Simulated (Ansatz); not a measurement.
# AlO (doublet): wave-function methods side by side at distance Al1–O2 = 4.435 Å, cc-pVDZ

Aim: climb from Hartree-Fock through coupled cluster and multireference methods for AlO (doublet) at one geometry and basis, and see what each rung misses.

The runs use Ansatz 0.2.0, Gaussian basis; cc-pVDZ, core rule «outside noble gas», up to 6 orbitals frozen.

The runs, in order: UHF; CCSD(T) on natural orbitals of UHF; CCSD(T) on UHF; BCCD(T) on natural orbitals of UHF; CISD; CCSDT(Q) on UHF; CISDTQ; CCSDTQ on natural orbitals of UHF; CCSDTQ on UHF; CASSCF and MRCISD+Q, 3 electrons in 3 orbitals; CASSCF and NEVPT2, 3 electrons in 3 orbitals; CASSCF and MRCISD+Q, 9 electrons in 8 orbitals; CASSCF and NEVPT2, 9 electrons in 8 orbitals; Full CI.

3 further runs of the same task are left out: 2 for a known fault of the program, 1 that didn't finish.

## 1. The system

The geometry derives from a PBE0/def2-TZVP stationary point (not a proven minimum). One bond is set to the value named and the two fragments are kept rigid.

2 atoms, charge 0, spin multiplicity 2.

Atoms are counted from 1 here; the program's logs count them from 0.

No contacts short enough for the rule that draws bonds.

## 2. UHF

in.yaml

```yaml
crystal:
  periodic: [false, false, false]
  atoms:
    - {symbol: Al, position_ang: [0.000000, 0.000000, 0.000000]}
    - {symbol: O, position_ang: [0.000000, 0.000000, 4.435000]}
basis:
  gaussian: {orbitals: cc-pVDZ}
magnetization: {spin_polarized: true, initial_magnetization: 1}
hamiltonian: {xc: hf}
output: {orbitals: {seedname: orbitals}}
```

Launch:

```sh
$ ansatz run in.yaml --threads 1 --pin off --events-out ev --progress --plain --max-ram 3020MiB --backend cpu
```

After this run come: CCSD(T) on natural orbitals of UHF; CCSD(T) on UHF; BCCD(T) on natural orbitals of UHF; CISD; CCSDT(Q) on UHF; CISDTQ; CCSDTQ on natural orbitals of UHF; CCSDTQ on UHF; CASSCF and MRCISD+Q, 3 electrons in 3 orbitals; CASSCF and NEVPT2, 3 electrons in 3 orbitals; CASSCF and MRCISD+Q, 9 electrons in 8 orbitals; CASSCF and NEVPT2, 9 electrons in 8 orbitals; Full CI.

Before running them: what should the planned runs give, taken together? Wanted: FCI below the RHF energy; RMP2 from FCI; UMP2 from FCI; RCCSD from FCI; RCCSD(T) from FCI; UCCSD(T) from FCI; UCCSDT(Q) from FCI; NEVPT2 pair from FCI; MRCISD+Q pair from FCI.

**Answer**, as computed:

| quantity | value |
| --- | --- |
| FCI below the RHF energy | -8.0605 eV |
| RMP2 from FCI | -177.2 kJ/mol |
| UMP2 from FCI | +90.5 kJ/mol |
| RCCSD from FCI | +13.2 kJ/mol |
| RCCSD(T) from FCI | -4.8 kJ/mol |
| UCCSD(T) from FCI | +3.7 kJ/mol |
| UCCSDT(Q) from FCI | +2.0 kJ/mol |
| NEVPT2 pair from FCI | +86.9 kJ/mol |
| MRCISD+Q pair from FCI | -0.6 kJ/mol |
| levels within 1 kcal/mol (43 meV) | UCCSD(T), UCCSDT, UCCSDT(Q), RCCSDTQ, MRCISD+Q pair |
| T1 diagnostic | 0.286 |
| effectively unpaired electrons | 3.22 |

What this shows: RCCSD(T) lands -4.8 kJ/mol from the yardstick (0.6 % of the correlation energy). CCSD(T) misses by -4.8 kJ/mol on the restricted determinant and by +3.7 kJ/mol on the unrestricted one; the two need not hold the same state or core. RMP2, RCCSD(T), MRCISD+Q pair fall below full CI, which methods that aren't variational can do. The occupations show strong static correlation (3.2 unpaired electrons where one determinant has 1). Coupled cluster on one determinant still stays close here. Of the multireference levels listed MRCISD+Q pair comes nearest in total energy (-0.6 kJ/mol), which doesn't show that its space is the better one. Coupled cluster took another determinant than the lowest Hartree-Fock one. These misses are within one basis, not against nature; the frozen cores of restricted and unrestricted runs differ, which can shift their rows.
